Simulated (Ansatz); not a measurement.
# AlBH2 (triplet): from Hartree-Fock to the top rungs, def2-QZVPP

One table from this session's results is given with a row withheld; the runs are named, their logs left out.

Method: def2-QZVPP, core rule «outside noble gas», up to 6 orbitals frozen; program: Ansatz 0.2.0, Gaussian basis.

To be run: UHF; ROHF; CCSD(T) on UHF.

2 further runs of the same task are left out: 2 set aside as unsound or not needed.

### The system

The geometry is a PBE0/def2-TZVP stationary point (not a proven minimum).

4 atoms, charge 0, spin multiplicity 3.

Atoms are counted from 1 here; the program's logs count them from 0.

Bond lengths: B1–Al2 2.058 Å, B1–H3 1.195 Å, B1–H4 1.195 Å. Angles: Al2–B1–H3 115.6°, Al2–B1–H4 115.6°, H3–B1–H4 128.7°.

As a file:

```xyz
4

B     0.00000    0.00000    1.36889
Al    0.00000    0.00000   -0.68939
H     0.00000    1.07761    1.88592
H     0.00000   -1.07761    1.88592
```

Set-up of the first run:

in.yaml reads:

```yaml
crystal:
  periodic: [false, false, false]
  atoms:
    - {symbol: B, position_ang: [0.000000, 0.000000, 1.368886]}
    - {symbol: Al, position_ang: [0.000000, 0.000000, -0.689391]}
    - {symbol: H, position_ang: [0.000000, 1.077612, 1.885924]}
    - {symbol: H, position_ang: [0.000000, -1.077612, 1.885924]}
basis:
  gaussian: {orbitals: "def2-QZVPP.json"}
magnetization: {spin_polarized: true, initial_magnetization: 2}
hamiltonian: {xc: hf}
output: {orbitals: {seedname: orbitals}}
```

Run with:

```console
ansatz run in.yaml --threads 1 --pin off --events-out ev --progress --plain --max-ram 2393MiB
```

Steps of the session up to this table: UHF; ROHF; CCSD(T) on UHF.

One table of the session follows, with a row left open; its other results are not shown here.

| method | from UCCSD(T) (kcal/mol) |
| --- | --- |
| ROHF | +124.14 |
| UHF | +120.44 |
| UMP2 | ? |
| UCCSD | +5.20 |
| UCCSD(T) | 0 |

Estimate the missing values for UMP2.

The run gave: from UCCSD(T) (kcal/mol): +21.42. In the column «from UCCSD(T) (kcal/mol)» it lies between UCCSD (+5.20) and UHF (+120.44).
